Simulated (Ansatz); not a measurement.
`C=C(C)CF` → 4 C• + F• + 7 H•  (atomization)

Gas-phase electronic energies from Ansatz, PBE0-D4/def2-TZVP geometries. CBS: MP2 limit from def2 TZ/QZ plus the TZ coupled-cluster correction, frozen cores. This one scheme is used for every species, atoms too. For atomizations the MP2-based limit and the directly extrapolated one differ by several kJ/mol either way, and by 10 to 25 for some Ge, Se and Sn compounds, so smaller differences from it don't rank the levels. DFT in def2-TZVPP. B3LYP here is the variant with VWN-RPA as its local correlation; programs differ in this. Open shells (•) are unrestricted, without spin–orbit coupling. Spin–orbit coupling would lower the free atoms: a little for C, F. One conformer a species, not always the lowest.

CCSD(T)/CBS gives +4868.7 kJ/mol.

Q: Another level gave +4893.6 kJ/mol. Which?
A. PBE0/def2-TZVPP
B. ωB97M-V/def2-TZVPP
C. B3LYP/def2-TZVPP
D. r2SCANh-D4/def2-TZVPP

A: A. PBE0 4893.6, B3LYP 4847.1, ωB97M-V 4884.8, r2SCANh-D4 4861.0 kJ/mol.

Largest T1 diagnostic among the species: 0.010.

From r2SCAN to r2SCAN0 (25 % exact exchange), in def2-TZVPP and without D4, ΔE moves by −65.3 kJ/mol: exact exchange takes away binding that semilocal exchange gives to molecules. In def2-TZVPP, CCSD(T) changes the Hartree–Fock value by +1124.4 kJ/mol (the triples alone add +67.0 kJ/mol) and MP2 by +1198.9 kJ/mol; breaking electron pairs costs correlation energy, which Hartree–Fock lacks.
